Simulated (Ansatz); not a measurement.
Consider the atomization: `FB[SiH3]` → B• + F• + 4 H• + Si•.

Calculated with Ansatz (gas phase, PBE0-D4/def2-TZVP geometries, no zero-point term in ΔE). CCSD(T)/CBS adds triple-zeta CCSD(T) − MP2 to the extrapolated MP2 energy (def2 sets, frozen cores). This one scheme is used for every species, atoms too. DFT in def2-TZVPP. B3LYP here is the variant with VWN-RPA as its local correlation; programs differ in this. HSE06 is defined as in plane-wave codes. Open shells (•) are unrestricted, without spin–orbit coupling. Spin–orbit coupling would lower the free atoms: a little for B, F, Si.

```csv
level,ΔE (kJ/mol),difference from CCSD(T)/CBS
LDA (SPW92),2563.0,271.6
PBE-D4,2300.3,8.9
r2SCAN-D4,2303.1,11.7
B3LYP-D4,2300.4,9.0
BHLYP-D4,2259.5,-31.9
ωB97X-V,2309.4,18.0
ωB97M-V,2300.4,9.0
PBE,2291.4,0.0
revPBE,2227.0,-64.4
BLYP,2267.1,-24.3
PBE0,2269.0,-22.4
HSE06,2270.7,-20.7
MP2/def2-TZVPP,2259.4,-32.0
CCSD/def2-TZVPP,2220.0,-71.4
HF/def2-QZVPP,1795.5,-495.9
MP2/CBS(def2),2309.5,18.1
CCSD(T)/CBS,2291.4,0
```

Largest T1 diagnostic among the species: 0.014.

From PBE to PBE0 (25 % exact exchange), in def2-TZVPP and without D4, ΔE moves by −22.4 kJ/mol: exact exchange takes away binding that semilocal exchange gives to molecules. In def2-TZVPP, CCSD(T) changes the Hartree–Fock value by +449.4 kJ/mol (the triples alone add +21.4 kJ/mol) and MP2 by +467.4 kJ/mol; breaking electron pairs costs correlation energy, which Hartree–Fock lacks. Leaving LDA and LC-ωPBE aside and taking each functional with its dispersion term where it has one, the values, not all of them listed here, spread over 60.0 kJ/mol, from revPBE-D4 to CAM-B3LYP-D4. LDA lies +271.7 kJ/mol from PBE without D4, its usual overbinding.

For atomizations the MP2-based limit and the directly extrapolated one differ by several kJ/mol either way, and by 10 to 25 for some Ge, Se and Sn compounds, so smaller differences from it don't rank the levels.
